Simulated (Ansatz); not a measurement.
System: NO (charge -1, singlet). 
Geometry from a B3LYP-D3(BJ)/def2-TZVP (Ansatz, a first-principles code) optimisation:
```xyz
2

N      0.0000     0.0000    -0.6716
O      0.0000     0.0000     0.5876
```
Charge -1, spin multiplicity 1.

Basis-set convergence of Hartree-Fock and MP2 correlation energies (hartree) with Ansatz. Cores are frozen in the correlated levels unless marked. Spin-orbit coupling is left out. Non-relativistic.

The Hartree-Fock reference is unstable (checked in the largest basis), which strains HF and MP2. 

```
basis        functions       E(HF)  E(corr, MP2)
-----------  ---------  ----------  ------------
aug-cc-pVDZ         46  -129.18542      -0.37144
aug-cc-pVTZ         92  -129.21134      -0.44935
aug-cc-pVQZ        160  -129.21921      -0.47749
```

Extrapolating the two largest sets (X = 3 and 4) as X^-3: E(corr) = (64·(-0.47749) - 27·(-0.44935))/37 = -0.4980 Eh, an estimate of the basis-set limit. The largest set recovers 95.9 % of it, the smallest 74.6 %.
